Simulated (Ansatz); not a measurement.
Molecular dynamics, step by step

SiH2O, singlet, PBE0-D4/def2-SVPD (Ansatz 0.2.0). Settings (timestep in fs, temperature in K; T counts 6 degrees of freedom):

```yaml
hamiltonian: {xc: pbe0, dispersion: d4}
md: {n_steps: 40, timestep: 0.5, temperature: 1000, ensemble: nve, seed: 961, initial_velocities: maxwell_boltzmann}
```

Start, the saddle point found with PBE0-D4 in triple zeta (not stationary at another level):

H1  (-1.350, 0.130, 0.087)
O2  (-0.448, -0.093, -1.082)
Si3  (0.148, 0.032, 0.369)
H4  (1.650, -0.069, 0.626)
(Å)

```tsv
step	time (fs)	potential energy less the start (meV)	kinetic energy (meV)	T (K)
0	0.00	0.0	258.5	1000
2	1.00	25.5	233.1	902
4	2.00	58.2	200.6	776
6	3.00	88.5	170.4	659
8	4.00	105.9	153.2	593
10	5.00	100.5	158.7	614
12	6.00	65.0	194.3	752
14	7.00	-7.4	266.8	1032
16	8.00	-123.6	383.1	1482
18	9.00	-291.3	550.8	2131
20	10.00	-515.4	774.7	2997
22	11.00	-791.2	1050.1	4062
24	12.00	-1098.4	1356.6	5248
26	13.00	-1402.0	1659.3	6419
28	14.00	-1660.1	1916.7	7414
30	15.00	-1836.5	2092.7	8095
32	16.00	-1911.4	2167.5	8384
34	17.00	-1886.1	2142.6	8288
36	18.00	-1780.7	2037.6	7882
38	19.00	-1623.5	1880.9	7276
40	20.00	-1441.6	1699.3	6573
```

Step 10, positions (Å) and forces (eV/Å):

| atom | x | y | z | Fx | Fy | Fz |
| --- | --- | --- | --- | --- | --- | --- |
| H1 | -1.366 | 0.293 | 0.122 | 0.212 | 0.079 | 1.020 |
| O2 | -0.435 | -0.091 | -1.054 | -0.648 | -0.534 | -3.966 |
| Si3 | 0.143 | 0.019 | 0.351 | 0.020 | 0.475 | 2.790 |
| H4 | 1.613 | 0.094 | 0.638 | 0.416 | -0.020 | 0.156 |

Step 12, positions (Å) and forces (eV/Å):

| atom | x | y | z | Fx | Fy | Fz |
| --- | --- | --- | --- | --- | --- | --- |
| H1 | -1.366 | 0.327 | 0.150 | 0.260 | 0.104 | 1.260 |
| O2 | -0.433 | -0.091 | -1.054 | -0.464 | -0.622 | -4.009 |
| Si3 | 0.142 | 0.017 | 0.350 | -0.007 | 0.549 | 2.578 |
| H4 | 1.619 | 0.125 | 0.644 | 0.210 | -0.032 | 0.172 |

Step 18, positions (Å) and forces (eV/Å):

| atom | x | y | z | Fx | Fy | Fz |
| --- | --- | --- | --- | --- | --- | --- |
| H1 | -1.348 | 0.437 | 0.318 | 0.466 | 0.161 | 1.982 |
| O2 | -0.430 | -0.095 | -1.070 | 0.539 | -0.882 | -2.884 |
| Si3 | 0.139 | 0.012 | 0.352 | -0.453 | 0.878 | 0.671 |
| H4 | 1.639 | 0.218 | 0.673 | -0.552 | -0.157 | 0.231 |

Last step (40):

```
4
angstrom
H -0.6098 0.6345 1.8603
O -0.3746 -0.1437 -1.1685
Si 0.0890 0.0284 0.3443
H 1.4018 0.3285 0.9127
```

The run took about 26 s on 2 CPU threads of an Intel Xeon Platinum 8488C (shared host).
